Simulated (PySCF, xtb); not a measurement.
## Relative energy of two conformers of HOPS

Structure X is `O=PS`, a singlet and structure Y is `O=PS`, a singlet. Both are isolated molecules in the gas phase, relaxed with PBE0-D3(BJ)/def2-SVP.

X (Å):

```xyz
4

O     0.6804    0.1818   -3.1392
P    -0.2797    0.5838   -2.0792
S     0.0942   -0.6087   -0.3556
H    -0.8958    0.0005    0.3375
```

Y (Å):

```yaml
atoms:
  - { symbol: O, position_ang: [-1.3581, -0.2539, 0.7828] }
  - { symbol: P, position_ang: [-0.0859, -0.6019, 1.4722] }
  - { symbol: S, position_ang: [1.5480, 0.0022, 0.2441] }
  - { symbol: H, position_ang: [0.7439, 0.4903, -0.7301] }
```

Estimate which is lower in electronic energy at CCSD(T)/def2-TZVP, and by roughly how much.

Too close to call at this level: CCSD(T)/def2-TZVP gives E(Y) − E(X) = +0.26 kcal/mol.

Level by level:

```json
{"level": "PBE0-D3(BJ)/def2-SVP", "geometry": "PBE0-D3(BJ)/def2-SVP", "E(Y) − E(X) (kcal/mol)": "−0.84", "departure from the last row (kcal/mol)": "−1.09", "job, with rough time for the two": "optimisation, 65 s"}
{"level": "HF/def2-TZVP", "geometry": "PBE0-D3(BJ)/def2-SVP", "E(Y) − E(X) (kcal/mol)": "+0.54", "departure from the last row (kcal/mol)": "+0.28", "job, with rough time for the two": "part of the CCSD(T) run"}
{"level": "MP2/def2-TZVP", "geometry": "PBE0-D3(BJ)/def2-SVP", "E(Y) − E(X) (kcal/mol)": "+0.21", "departure from the last row (kcal/mol)": "−0.04", "job, with rough time for the two": "part of the CCSD(T) run"}
{"level": "CCSD(T)/def2-TZVP", "geometry": "PBE0-D3(BJ)/def2-SVP", "E(Y) − E(X) (kcal/mol)": "+0.26", "departure from the last row (kcal/mol)": "", "job, with rough time for the two": "single point, 87 s"}
```

The largest departure from CCSD(T)/def2-TZVP is that of PBE0-D3(BJ)/def2-SVP, 1.09 kcal/mol. No reliable frequencies are at hand for X or Y, so they aren't confirmed as minima. Levels run at GFN2-xTB geometries aren't shown.

The T1 diagnostic of structures X and Y is large, so the coupled-cluster value is less sure. The correlated steps freeze 11 core orbitals. Run with PySCF 2.14.0; the last row on 2 threads of Arm Neoverse N1 on a shared host.
